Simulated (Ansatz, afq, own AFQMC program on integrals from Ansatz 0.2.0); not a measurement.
**SiH2O, singlet: AFQMC among the cluster methods**

```yaml
atoms:
  - { symbol: Si, position_ang: [0.0000, -0.1186, 0.6062] }
  - { symbol: O, position_ang: [0.0000, 0.1621, -1.0273] }
  - { symbol: H, position_ang: [0.0000, 1.3666, 0.9807] }
  - { symbol: H, position_ang: [0.0000, -0.6354, -1.5633] }
```

Connectivity, by distances: SiH–OH.

Basis cc-pVDZ. Only valence electrons are correlated. Integrals, coupled cluster, full CI and functionals: Ansatz 0.2.0; the random walks run on the same integrals in our own AFQMC program. ph-AFQMC/CISD is guided by a CISD state made of CCSD amplitudes; releasing the constraint for a short imaginary time cuts its bias at the price of noise, slowly where states lie close. Free projection: walkers drawn from exp(T), propagated without any constraint. Its projection time is finite, and what remains of the start isn't in its error. Error bars are statistical, one sigma.

Determinant: RHF, the one that the program's search chose, which needn't be the lowest solution. The geometry is a point of a scan.

No full CI on the walks' own integrals is used here; CCSDT(Q) serves as the reference and is uncertain by about the last step of the cluster series.

Cautions: restricted determinant unstable towards unrestricted (UHF 6 meV lower, ⟨S²⟩ 0.11).

- T1 diagnostic: 0.0181
- weight of the determinant in the CISD state: 0.878
- size of the correlated space: 12 electrons in 36 orbitals

| level | correlation energy (eV) |
| --- | --- |
| MP2 | -7.4794 |
| CCSD | -8.1241 |
| CCSD(T) | -8.3214 |

(1) Estimate where phaseless AFQMC with a CISD trial lies against CCSD(T) on the same integrals.

(1) 20.3 ± 14.4 meV below CCSD(T). The gap is under twice the noise, so this walk alone can't tell the two apart.

Reference: CCSDT(Q), correlation energy -8.362 eV. The released energy is read at 2.40 1/Eh (meV from the phaseless value at times in 1/Eh: 1 ± 17 at 0.24, 5 ± 19 at 0.51, -10 ± 23 at 0.99, 2 ± 19 at 1.62, -18 ± 23 at 2.40).

| level | E − E(reference) (meV) | share of correlation (%) |
| --- | --- | --- |
| CCSD(T) | 40.7 | 99.51 |
| CCSDT | 23.3 | 99.72 |
| ph-AFQMC/CISD | 20.5 ± 14.4 | 99.75 |
| released AFQMC | 2.2 ± 23.3 | 99.97 |
| free AFQMC | 2.5 ± 25.4 | 99.97 |

Free projections are given only where their last times agree within the noise and don't stop above the reference; a slow remainder of the start can still hide under it. A walk keeps the symmetry of its determinant, which the program's search chose and which needn't be the lowest solution, so a lower state of the same spin and another symmetry isn't excluded. Released energies are given only where the last usable release times agree within the noise; a slower fall can still hide under it.
